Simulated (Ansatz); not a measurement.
Species: C2H5O (charge 0, doublet). It need not be the lowest isomer of its formula. SMILES: O[CH]C
Structure (B3LYP-D3(BJ)/def2-TZVP (Ansatz, a program for electronic structure) minimum search):
```xyz
8

C      1.1812    -0.3678     0.0185
C     -0.0012     0.5180    -0.0569
O     -1.2056    -0.1247     0.1002
H     -1.9253     0.5046    -0.0138
H     -0.0012     1.4082    -0.6784
H      2.0981     0.2220    -0.0068
H      1.1724    -0.9524     0.9427
H      1.2203    -1.0859    -0.8147
```
Charge 0, spin multiplicity 2.

Computed values are from Ansatz. Correlated levels leave the core frozen unless marked. Open shells are spin-unrestricted. No spin-orbit coupling. Non-relativistic. Basis-set limits of correlation are two-point, X^-3; Hartree-Fock from the larger set. The bracket is a focal-point correction in the basis named.

```
Property                                                                            Value
---------------------  ------------------------------------------------------------------
atomisation energy De  2963.0 kJ/mol at RI-MP2/CBS(cc-pVTZ,cc-pVQZ)+[CCSD(T)-MP2]/cc-pVTZ
total energy            -154.2154 Eh at RI-MP2/CBS(cc-pVTZ,cc-pVQZ)+[CCSD(T)-MP2]/cc-pVTZ
dipole moment                                               1.29 D at CCSD(T)/aug-cc-pVDZ
T1 diagnostic                                                       0.014 at CCSD/cc-pVTZ
```
